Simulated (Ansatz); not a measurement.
Ansatz (an electronic-structure program) input (B3LYP/def2-TZVPD):

Ansatz 0.2 input:
```yaml
crystal:
  periodic: [false, false, false]
  atoms:
    - {symbol: C, position_ang: [0.69937568, 1.82728426, 0.00054562]}
    - {symbol: C, position_ang: [0.70156397, 0.30144699, 0.00086227]}
    - {symbol: C, position_ang: [-0.70156397, -0.30144699, -0.00086227]}
    - {symbol: C, position_ang: [-0.69937568, -1.82728426, -0.00054562]}
    - {symbol: H, position_ang: [1.71402131, 2.22985319, 0.00179956]}
    - {symbol: H, position_ang: [-1.71402131, -2.22985319, -0.00179956]}
    - {symbol: H, position_ang: [0.18459666, 2.21933891, 0.88117291]}
    - {symbol: H, position_ang: [0.18691897, 2.21897643, -0.88159613]}
    - {symbol: H, position_ang: [-0.18691897, -2.21897643, 0.88159613]}
    - {symbol: H, position_ang: [-0.18459666, -2.21933891, -0.88117291]}
    - {symbol: H, position_ang: [1.25015028, -0.06514793, -0.87321431]}
    - {symbol: H, position_ang: [1.24784513, -0.06478813, 0.87653194]}
    - {symbol: H, position_ang: [-1.24784513, 0.06478813, -0.87653194]}
    - {symbol: H, position_ang: [-1.25015028, 0.06514793, 0.87321431]}
basis:
  gaussian:
    orbitals: def2-TZVPD
hamiltonian:
  xc: {name: B3LYP}
total_charge: 1
magnetization: {spin_polarized: true, initial_magnetization: 1}
```

End of the output:

```
integrals: 0.13 GiB planned
1206 factors; their error is unknown
mean field: 1.70 GiB planned
mean field evaluation 1: about -4284.7285 eV, gradient 6.2e1 eV
mean field evaluation 2: about -4272.0348 eV, gradient 7.7e1 eV
mean field evaluation 4: about -4302.2816 eV, gradient 5.7e0 eV
mean field evaluation 8: about -4302.4398 eV, gradient 5.7e-2 eV
mean field evaluation 16: about -4302.3941 eV, gradient 5.5e-4 eV
mean field evaluation 32: about -4302.4594 eV, gradient 2.0e-3 eV
mean field evaluation 64: about -4301.3608 eV, gradient 7.7e0 eV
mean field evaluation 96: about -4302.4485 eV, gradient 6.4e-1 eV
mean field evaluation 128: about -4302.4594 eV, gradient 1.9e-6 eV
mean field -4302.45940625 eV, -158.1124668678 hartree, gradient 1.9e-6 eV, S^2 0.752732; 14 other end points of the search recorded, 0 dependent functions left out
reference -4302.45966054 eV, -158.1124762130 hartree; 17, 16 occupied and 221, 222 virtual orbitals, 1206 factors
Total energy: -4302.45966054 eV, -158.1124762130 hartree
```

This state (charge 1, doublet) is run at the relaxed geometry of the species with charge 0 and multiplicity 1.
